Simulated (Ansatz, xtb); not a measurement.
# Two structures of H2NO−

We compare a, a singlet given by its coordinates, with b, `N[O-]`, a singlet. Both are isolated ions in the gas phase, relaxed with B3LYP-D4/def2-TZVPD.

a (Å):

```xyz
4

N    -0.5145    0.1384   -1.5874
O     0.5466   -0.0239   -0.4655
H    -0.9958    0.9783   -1.2339
H     0.1517   -0.7254    0.0587
```

Close contacts (Å): N1–O2 1.55, N1–H3 1.03, O2–H4 0.96.

b (Å):

```xyz
4

N    -0.6923   -1.2035   -0.3608
O     0.5135   -0.6232   -0.8852
H    -1.4390   -0.4993   -0.4717
H    -0.5879   -1.2399    0.6657
```

Task: Estimate which is lower in electronic energy at CCSD(T)/def2-TZVPPD, and by roughly how much.

Result: The CCSD(T)/def2-TZVPPD calculation puts structure b lower, by 50.6 kJ/mol.

How the difference moves with the method:

```tsv
level	geometry	E(b) − E(a) (kJ/mol)	departure from the last row (kJ/mol)	job, with rough time for the two
GFN2-xTB	GFN2-xTB	−76.6	−26.0	optimisation, 0.051 s
HF/STO-3G	GFN2-xTB	+24.5	+75.1	single point, 0.12 s
r2SCAN-D4/def2-SVPD	GFN2-xTB	−71.2	−20.6	single point, 1.6 s
B3LYP-D4/def2-TZVPD	B3LYP-D4/def2-TZVPD	−57.4	−6.8	optimisation, 12 s
HF/def2-TZVPPD	B3LYP-D4/def2-TZVPD	−55.1	−4.5	part of the CCSD(T) run
MP2/def2-TZVPPD	B3LYP-D4/def2-TZVPD	−55.5	−4.9	part of the CCSD(T) run
CCSD(T)/def2-TZVPPD	B3LYP-D4/def2-TZVPD	−50.6		single point, 11 s
```

HF/STO-3G puts the two in the other order. The largest departure from CCSD(T)/def2-TZVPPD is that of HF/STO-3G, 75.1 kJ/mol.

With harmonic frequencies from B3LYP-D4/def2-TZVPD (ideal gas, rigid rotor, one conformer each, 298.15 K, 1 atm): the zero-point term adds +3.1 kJ/mol; ΔH is −48.4 and ΔG −46.9 kJ/mol.

The correlated steps freeze 2 core orbitals. Mirror images aren't counted in ΔG. Codes used: Ansatz 0.2.0, xtb 6.7.1; the last row on 1 thread of Arm Neoverse V2 on a shared host.
